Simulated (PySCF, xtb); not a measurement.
CHAlO+: which of two structures lies lower

Structure X is a doublet given by its coordinates and structure Y is a doublet given by its coordinates. Both are gas-phase species (loosely bound parts included), relaxed with B3LYP-D4/def2-SVP.

X (Å):

```xyz
4

C     0.1614    0.3247    0.0680
Al    1.5181   -0.3190   -1.8750
O     0.5637   -0.1026    1.0807
H    -0.7466    0.9728   -0.0837
```

Close contacts (Å): C1–Al2 2.46, C1–O3 1.17, C1–H4 1.13.

Y (Å):

```xyz
4

C    -0.2323    0.4272    0.5316
Al    2.2692   -0.8426   -1.2185
O     0.4772    0.1478   -0.3879
H    -1.1700    1.0399    0.4774
```

Close contacts (Å): C1–O3 1.19, Al2–O3 2.21, C1–H4 1.12.

Question: Estimate which is lower in electronic energy at CCSD(T)/def2-SVP + ΔMP2/def2-TZVPP, and by roughly how much.

Answer: The CCSD(T)/def2-SVP + ΔMP2/def2-TZVPP calculation puts structure Y lower, by 0.111 eV.

The same difference at several levels:

```csv
level,geometry,E(Y) − E(X) (eV),departure from the last row (eV),"job, with rough time for the two"
B3LYP-D4/def2-SVP,B3LYP-D4/def2-SVP,−0.099,+0.011,"optimisation, 61 s"
HF/def2-SVP,B3LYP-D4/def2-SVP,−0.617,−0.506,part of the CCSD(T) run
MP2/def2-SVP,B3LYP-D4/def2-SVP,−0.168,−0.058,part of the CCSD(T) run
CCSD(T)/def2-SVP,B3LYP-D4/def2-SVP,−0.200,−0.089,single point
CCSD(T)/def2-SVP + ΔMP2/def2-TZVPP,B3LYP-D4/def2-SVP,−0.111,,"single point, 26 s"
```

None of the levels shown reverses the order. The largest departure from CCSD(T)/def2-SVP + ΔMP2/def2-TZVPP is that of HF/def2-SVP, 0.506 eV. No reliable frequencies are at hand for X or Y, so they aren't confirmed as minima. Levels run at GFN2-xTB geometries aren't shown. The last row adds to CCSD(T) the change of the MP2 difference between the two basis sets, here +0.089 eV.

Open shells are spin-unrestricted. The correlated steps freeze 7 core orbitals. Run with PySCF 2.14.0, xtb 6.7.1; the last row on 2 threads of Arm Neoverse V2 on a shared host.
